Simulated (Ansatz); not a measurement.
Born–Oppenheimer molecular dynamics of CH4S + CO2 (9 atoms, charge 0, multiplicity 1). It starts from a relaxed structure.

The calculation used UKS PBE0-D4/STO-3G in Ansatz.

| Quantity | Value |
| --- | --- |
| ensemble | NVE (velocity Verlet) |
| time step | 1 fs |
| steps asked | 321 |
| starting velocities drawn for | 1500 K |
| seed | 53849 |

Frames 1 fs apart, positions in Å, forces in eV/Å.

Velocities at 240.0 fs (Å/ps):

```
C 5.67 0.16 -11.40
S -4.58 -1.12 0.03
H 12.17 12.10 -37.49
H 2.88 1.89 15.41
H 17.41 -9.35 16.03
H 28.34 -20.76 -15.33
O -0.86 1.75 1.97
C -1.95 -4.61 10.76
O 3.41 4.85 -0.20
```

```xyz
9
Properties=species:S:1:pos:R:3:forces:R:3 time_fs=240.0 energy_less_start_eV=0.915 T=523
C 0.468 -0.857 -2.028 0.08 -1.45 0.06
S 0.567 0.424 -0.763 2.47 2.30 -1.68
H 0.348 -1.839 -1.431 0.39 1.38 -1.60
H 1.395 -0.865 -2.713 -1.70 -0.32 1.23
H -0.465 -0.700 -2.628 0.82 -0.40 0.04
H 1.500 1.242 -1.570 -2.02 -1.45 1.84
O 0.094 -0.563 1.992 -0.35 3.50 3.24
C 0.052 0.532 2.658 0.57 -1.58 -3.65
O 0.109 1.757 2.860 -0.26 -1.97 0.54
9
Properties=species:S:1:pos:R:3:forces:R:3 time_fs=241.0 energy_less_start_eV=0.849 T=586
C 0.473 -0.858 -2.039 0.34 -0.81 0.85
S 0.563 0.423 -0.763 2.58 2.12 -1.93
H 0.362 -1.821 -1.476 0.29 0.47 -0.90
H 1.389 -0.864 -2.691 -1.07 -0.23 0.58
H -0.444 -0.711 -2.612 -0.02 -0.16 -0.67
H 1.519 1.214 -1.576 -2.10 -1.36 1.95
O 0.093 -0.560 1.995 -0.35 3.25 3.16
C 0.050 0.527 2.667 0.63 -0.72 -3.54
O 0.113 1.762 2.860 -0.30 -2.58 0.49
9
Properties=species:S:1:pos:R:3:forces:R:3 time_fs=242.0 energy_less_start_eV=0.782 T=653
C 0.479 -0.859 -2.050 0.17 0.36 1.61
S 0.559 0.423 -0.764 2.30 1.61 -1.87
H 0.379 -1.797 -1.530 0.12 -0.95 0.12
H 1.374 -0.866 -2.664 0.10 -0.09 -0.39
H -0.422 -0.724 -2.602 -0.86 0.10 -1.33
H 1.517 1.173 -1.564 -1.80 -0.98 1.74
O 0.092 -0.556 2.000 -0.35 2.74 2.92
C 0.049 0.521 2.673 0.66 0.32 -3.25
O 0.116 1.764 2.860 -0.35 -3.12 0.45
9
Properties=species:S:1:pos:R:3:forces:R:3 time_fs=243.0 energy_less_start_eV=0.787 T=653
C 0.486 -0.860 -2.059 -0.65 1.61 2.11
S 0.557 0.423 -0.765 1.52 0.73 -1.40
H 0.397 -1.783 -1.583 -0.06 -2.36 1.10
H 1.359 -0.869 -2.641 1.44 0.09 -1.42
H -0.410 -0.736 -2.605 -1.22 0.26 -1.63
H 1.498 1.123 -1.535 -1.01 -0.28 1.13
O 0.090 -0.549 2.006 -0.33 2.00 2.51
C 0.048 0.515 2.677 0.68 1.45 -2.83
O 0.119 1.765 2.861 -0.38 -3.50 0.43
9
Properties=species:S:1:pos:R:3:forces:R:3 time_fs=244.0 energy_less_start_eV=0.792 T=649
C 0.491 -0.859 -2.067 -1.59 1.93 2.16
S 0.554 0.424 -0.767 0.13 -0.49 -0.46
H 0.414 -1.792 -1.625 -0.16 -2.71 1.45
H 1.359 -0.871 -2.632 2.12 0.26 -1.93
H -0.408 -0.745 -2.623 -0.85 0.29 -1.41
H 1.470 1.070 -1.496 0.38 0.77 0.07
O 0.089 -0.542 2.015 -0.30 1.06 1.96
C 0.048 0.511 2.679 0.68 2.56 -2.28
O 0.121 1.764 2.861 -0.41 -3.66 0.43
9
Properties=species:S:1:pos:R:3:forces:R:3 time_fs=245.0 energy_less_start_eV=0.770 T=666
C 0.495 -0.857 -2.073 -1.80 0.85 1.64
S 0.552 0.424 -0.769 -1.64 -1.82 0.76
H 0.430 -1.826 -1.653 -0.15 -1.58 1.06
H 1.378 -0.870 -2.641 1.52 0.39 -1.53
H -0.415 -0.751 -2.655 -0.03 0.24 -0.81
H 1.445 1.025 -1.455 2.13 1.96 -1.22
O 0.087 -0.533 2.024 -0.27 0.00 1.34
C 0.048 0.509 2.678 0.65 3.51 -1.69
O 0.124 1.760 2.863 -0.41 -3.56 0.47
9
Properties=species:S:1:pos:R:3:forces:R:3 time_fs=246.0 energy_less_start_eV=0.777 T=667
C 0.498 -0.854 -2.078 -1.22 -0.79 0.66
S 0.549 0.424 -0.770 -2.79 -2.58 1.46
H 0.445 -1.876 -1.671 -0.11 0.18 0.42
H 1.412 -0.866 -2.664 0.13 0.46 -0.58
H -0.422 -0.756 -2.695 0.78 0.16 -0.12
H 1.441 0.998 -1.427 3.24 2.62 -1.95
O 0.085 -0.525 2.034 -0.24 -1.06 0.70
C 0.049 0.509 2.677 0.61 4.15 -1.13
O 0.126 1.755 2.864 -0.40 -3.14 0.54
9
Properties=species:S:1:pos:R:3:forces:R:3 time_fs=247.0 energy_less_start_eV=0.747 T=699
C 0.500 -0.852 -2.082 -0.38 -2.08 -0.37
S 0.546 0.423 -0.772 -2.32 -2.23 0.98
H 0.459 -1.924 -1.685 -0.11 1.62 -0.05
H 1.447 -0.857 -2.693 -1.16 0.44 0.36
H -0.422 -0.758 -2.736 1.28 0.11 0.45
H 1.468 0.997 -1.417 2.71 2.19 -1.49
O 0.083 -0.517 2.045 -0.22 -1.97 0.17
C 0.051 0.513 2.674 0.55 4.25 -0.72
O 0.128 1.747 2.866 -0.35 -2.33 0.66
9
Properties=species:S:1:pos:R:3:forces:R:3 time_fs=248.0 energy_less_start_eV=0.691 T=755
C 0.502 -0.852 -2.086 0.35 -2.67 -1.11
S 0.541 0.421 -0.773 -0.68 -1.19 -0.22
H 0.471 -1.956 -1.700 -0.13 2.40 -0.27
H 1.472 -0.844 -2.719 -1.91 0.36 0.98
H -0.410 -0.760 -2.772 1.39 0.09 0.81
H 1.520 1.016 -1.421 1.00 1.06 -0.30
O 0.081 -0.511 2.055 -0.21 -2.59 -0.19
C 0.053 0.520 2.671 0.46 3.64 -0.56
O 0.130 1.738 2.868 -0.28 -1.10 0.85
9
Properties=species:S:1:pos:R:3:forces:R:3 time_fs=249.0 energy_less_start_eV=0.673 T=779
C 0.504 -0.853 -2.092 0.89 -2.56 -1.43
S 0.537 0.420 -0.774 0.94 -0.21 -1.30
H 0.482 -1.966 -1.717 -0.16 2.50 -0.27
H 1.477 -0.827 -2.735 -2.06 0.25 1.25
H -0.384 -0.761 -2.801 1.12 0.10 0.90
H 1.583 1.046 -1.428 -0.71 -0.03 0.75
O 0.078 -0.506 2.066 -0.21 -2.85 -0.33
C 0.055 0.530 2.668 0.36 2.24 -0.68
O 0.132 1.728 2.870 -0.18 0.57 1.12
9
Properties=species:S:1:pos:R:3:forces:R:3 time_fs=250.0 energy_less_start_eV=0.674 T=778
C 0.506 -0.857 -2.098 1.19 -1.79 -1.28
S 0.533 0.418 -0.775 2.00 0.39 -1.95
H 0.492 -1.952 -1.737 -0.19 1.94 -0.07
H 1.464 -0.808 -2.740 -1.61 0.14 1.15
H -0.347 -0.761 -2.821 0.49 0.14 0.71
H 1.638 1.075 -1.428 -1.85 -0.78 1.33
O 0.076 -0.503 2.076 -0.22 -2.80 -0.31
C 0.057 0.542 2.663 0.24 0.18 -1.05
O 0.133 1.719 2.873 -0.05 2.58 1.46
9
Properties=species:S:1:pos:R:3:forces:R:3 time_fs=251.0 energy_less_start_eV=0.701 T=744
C 0.510 -0.862 -2.106 1.11 -0.35 -0.69
S 0.529 0.416 -0.777 2.48 0.65 -2.23
H 0.500 -1.919 -1.757 -0.21 0.66 0.33
H 1.434 -0.788 -2.733 -0.57 0.08 0.67
H -0.306 -0.759 -2.834 -0.37 0.20 0.30
H 1.676 1.097 -1.415 -2.42 -1.19 1.53
O 0.073 -0.501 2.086 -0.23 -2.58 -0.21
C 0.060 0.554 2.659 0.11 -2.09 -1.52
O 0.135 1.712 2.878 0.09 4.62 1.83
```

Of the whole run (321 fs, mean temperature of the second half 814 K): The conserved energy stayed within 4.7 meV per atom of its start (net change 0.67 meV per atom), so there is no drift, though single steps change it by up to 26 meV in the whole system, a sign of fast motions only just resolved. The temperature averaged 0.54 of the 1500 K drawn at the start: a run that starts near a minimum puts about half its kinetic energy into the potential. A run of 0.32 ps of so small a system gives no equilibrium averages. Limits of this set-up: minimal basis.

Run time: 11 min on 1 thread of Arm Neoverse V2, on a shared host, peak memory 0.12 GiB.
